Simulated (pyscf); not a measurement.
This saddle point was located with ωB97X-D3(BJ)/def2-SVP in PySCF.

```xyz
9

P     -1.8423    -0.9836    -0.3855
O     -0.5804     0.1631     0.3764
H     -1.5041    -1.7523     0.8130
H     -1.0693    -1.8597    -1.2037
H     -0.0773    -0.0271     1.1924
P      0.0386     1.2933    -0.9598
H     -1.2777     0.2661    -1.4672
H     -0.9103     2.3557    -0.9884
H      0.7091     1.8938     0.1949
```

Surface: singlet, charge 0. Lowest wavenumbers (cm⁻¹): 600i, 125, 304, 378, 387.

Task: Name the species on either side of this saddle.

Result: HO–PH₂ (SMILES OP) + PH₃ (SMILES P) ⇌ PH₃ (SMILES P) + HO–PH₂ (SMILES OP), a four-centre exchange read from left to right: O–P, H–P broken and H–P, O–P formed. At CCSD(T)/def2-TZVPP + ΔMP2(QZVPP) it lies +65.0 kcal/mol from the left side and +65.0 kcal/mol from the right (each side as separated species at their lowest minima found). The same reactants have a lower exit, to H₂P–PH₂ + H₂O (barrier +53.7 kcal/mol at ωB97M-D3(BJ)/def2-TZVP, against +63.8 kcal/mol here). This is the saddle that the search found; another between the same sides may lie lower. The CCSD(T) − MP2 part came from Ansatz, without density fitting, on the same reference.
